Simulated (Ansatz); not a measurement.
**AlB+ (quartet): wave-function methods side by side, def2-TZVPP**

The task here is to estimate one member of a computed series from the others.

Computed with Ansatz 0.2.0, Gaussian basis. Level: def2-TZVPP, core rule «outside noble gas», up to 6 orbitals frozen.

The runs, in order: UHF; ROHF; CCSD(T) on UHF.

2 further runs of the same task are left out: 2 set aside as unsound or not needed.

## The system

The geometry is a PBE0/def2-TZVP stationary point (not a proven minimum) of the parent state, kept for this charge and spin.

2 atoms, charge 1, spin multiplicity 4.

Atoms are counted from 1 here; the program's logs count them from 0.

Bond lengths: B1–Al2 2.023 Å.

Set-up of the first run:

in.yaml reads:

```yaml
crystal:
  periodic: [false, false, false]
  atoms:
    - {symbol: B, position_ang: [0.000000, 0.000000, 0.000000]}
    - {symbol: Al, position_ang: [0.000000, 0.000000, 2.023407]}
basis:
  gaussian: {orbitals: def2-TZVPP}
total_charge: 1
magnetization: {spin_polarized: true, initial_magnetization: 3}
hamiltonian: {xc: hf}
output: {orbitals: {seedname: orbitals}}
```

Launch:

```bash
ansatz run in.yaml --threads 1 --pin off --events-out ev --progress --plain --max-ram 4096MiB --backend cpu
```

Among the steps run: UHF; ROHF; CCSD(T) on UHF.

One of the session's tables, all rows but one given; the rest of the session is left out.

| method | from UCCSD(T) (kcal/mol) |
| --- | --- |
| ROHF | +53.14 |
| UHF | +51.55 |
| UMP2 | ? |
| UCCSD | +2.03 |
| UCCSD(T) | 0 |

**Question.** Estimate the row for UMP2.

As computed: from UCCSD(T) (kcal/mol): +14.07. In the column «from UCCSD(T) (kcal/mol)» it lies between UCCSD (+2.03) and UHF (+51.55).
